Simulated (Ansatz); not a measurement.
Two structures of SiH₅F, singlet, reached by relaxing down either side of one saddle point (PBE0-D4/def2-TZVP). Energies are electronic, without zero-point energy. Ansatz 0.2.0; basis: def2-TZVPP and def2-QZVPP; cores frozen in the correlated methods. Extrapolation: Hartree–Fock as exp(−7.88 √X), correlation as X^−2.97. First:

```tsv
atom	x (Å)	y (Å)	z (Å)
Si1	-0.6078	0.4796	-0.4806
H2	0.3930	-0.6176	-0.6493
H3	-1.2417	0.7093	-1.8007
H4	-1.6174	0.0519	0.5158
H5	0.0975	1.6987	-0.0211
H6	1.3100	-1.1124	0.7938
F7	1.6664	-1.2092	1.6422
```

Second:

Si1  (-0.649, 0.831, 0.438)
H2  (1.611, -2.188, -1.453)
H3  (-0.837, 0.562, -1.007)
H4  (-1.902, 0.574, 1.185)
H5  (-0.185, 2.221, 0.655)
H6  (1.485, -1.835, -0.808)
F7  (0.477, -0.165, 0.991)
(Å)

Task: Which bonds change from the first to the second?

Result: SiH₄ + HF → SiH₃F ([F][SiH3]) + H₂; bonds formed: Si1–F7, H2–H6; bonds broken: Si1–H2, H6–F7.

Task: Give the saddle point's structure and its height above each. (An estimate is asked for; the value comes from the calculation.)

Result: The calculation gives: 148.8 kJ/mol above the first and 250.8 kJ/mol above the second (CCSD(T) at an estimated basis limit (MP2 extrapolated from triple and quadruple zeta, plus CCSD(T) − MP2 in triple zeta)).
```json
{"atom": "Si1", "x (Å)": "-0.3265", "y (Å)": "0.3239", "z (Å)": "-0.0623"}
{"atom": "H2", "x (Å)": "0.5919", "y (Å)": "-0.8942", "z (Å)": "-0.8035"}
{"atom": "H3", "x (Å)": "-0.8977", "y (Å)": "0.4770", "z (Å)": "-1.4383"}
{"atom": "H4", "x (Å)": "-1.4781", "y (Å)": "-0.0934", "z (Å)": "0.7626"}
{"atom": "H5", "x (Å)": "0.3197", "y (Å)": "1.6247", "z (Å)": "0.2047"}
{"atom": "H6", "x (Å)": "0.9267", "y (Å)": "-0.9415", "z (Å)": "0.1072"}
{"atom": "F7", "x (Å)": "0.8639", "y (Å)": "-0.4964", "z (Å)": "1.2296"}
```

The T1 diagnostic stays at or below 0.014.

Labels in which every atom is bracketed show which atoms are joined, not bond orders.

For scale, one of the runs: CCSD(T)/def2-TZVPP, 143 basis functions, launched by `ansatz run in.yaml --threads 2 --pin off --events-out ev --progress --plain --max-ram 4352MiB`. Hardware: 2 CPU threads of an Arm Neoverse V1, shared host. Wall time 10 s; peak host memory 0.81 GiB.
